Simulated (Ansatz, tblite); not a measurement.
# The cluster GaP₂−: one state, many levels

The task here is to estimate one member of a computed series from the others.

Method: as each input shows; program: Ansatz 0.2.0, Gaussian basis.

The runs, in order: GFN2-xTB, PBE-D4/def2-TZVPD, r2SCAN-D4/def2-TZVPD, B97M-V/def2-TZVPD, LC-ωPBE/def2-TZVPD, revPBE-D4/def2-TZVPD, r2SCAN0-D4/def2-TZVPD, ωB97M-V/def2-TZVPD, PBE-D4/def2-SVPD, PBE0-D4/def2-SVPD, HF/STO-3G, CCSD(T)/def2-TZVPPD, MP2/def2-TZVPD, RPA/def2-TZVPD.

1 further run of the same task is left out (set aside as unsound or not needed). Runs told in other sessions of the task aren't counted.

### The structure

The geometry is that of the singlet, from an earlier relaxation (r2SCAN-D4/def2-TZVPD). At that level it is the lowest of the isomers that a small search found.

3 atoms, charge -1, spin multiplicity 1.

Bond lengths: Ga1–P2 2.445 Å, Ga1–P3 2.445 Å, P2–P3 2.048 Å. Angles: P2–Ga1–P3 49.5°, Ga1–P2–P3 65.2°, Ga1–P3–P2 65.2°.

The ion is computed in the gas phase, without counter-ions or solvent.

PBE0-D4/def2-TZVPD was run before; its log isn't repeated, and its numbers join the tables.

The first run:

Tight binding, by tblite at 300 K electronic temperature and without a spin-polarisation term:

```python
tblite.interface.Calculator('GFN2-xTB', numbers, positions, charge=-1, uhf=0).singlepoint()
```

start.molden holds the orbitals of an earlier run on this state, given as this run's starting guess.

Contents of in.yaml:

```yaml
crystal:
  periodic: [false, false, false]
  atoms:
    - {symbol: Ga, position_ang: [0.317246, -0.902320, 1.129597]}
    - {symbol: P, position_ang: [0.816124, 0.763773, -0.588842]}
    - {symbol: P, position_ang: [-1.133370, 0.138547, -0.540755]}
basis:
  gaussian: {orbitals: def2-TZVPD, initial_orbitals: start.molden}
total_charge: -1
hamiltonian: {xc: pbe, dispersion: d4}
scf: {omitted_lower_state_checks: [starts]}
output: {forces: true, orbitals: {seedname: orbitals}}
```

The run is started by

```console
> ansatz run in.yaml --threads 4 --pin off --events-out ev --progress --plain --max-ram 3916MiB
```

Among the steps run: PBE-D4/def2-TZVPD; r2SCAN-D4/def2-TZVPD; B97M-V/def2-TZVPD; LC-ωPBE/def2-TZVPD; revPBE-D4/def2-TZVPD; r2SCAN0-D4/def2-TZVPD; ωB97M-V/def2-TZVPD; PBE-D4/def2-SVPD; PBE0-D4/def2-SVPD; HF/STO-3G; CCSD(T)/def2-TZVPPD; MP2/def2-TZVPD; RPA/def2-TZVPD.

One of the session's tables, all rows but one given; the rest of the session is left out.

```
                level  LUMO (eV)  gap (eV)
            HF/STO-3G          ?         ?
     PBE-D4/def2-SVPD       1.49      0.78
    PBE-D4/def2-TZVPD       1.37      0.76
 revPBE-D4/def2-TZVPD       1.43      0.77
 r2SCAN-D4/def2-TZVPD       1.38      0.94
    B97M-V/def2-TZVPD       1.47      0.98
    PBE0-D4/def2-SVPD       2.26      2.42
   PBE0-D4/def2-TZVPD       2.14      2.38
r2SCAN0-D4/def2-TZVPD       2.13      2.49
   LC-ωPBE/def2-TZVPD       4.19      6.65
   ωB97M-V/def2-TZVPD       4.07      6.09
```

Estimate the missing values for HF/STO-3G.

As computed: LUMO (eV): 11.48; gap (eV): 9.17. In the column «LUMO (eV)» it is the highest.
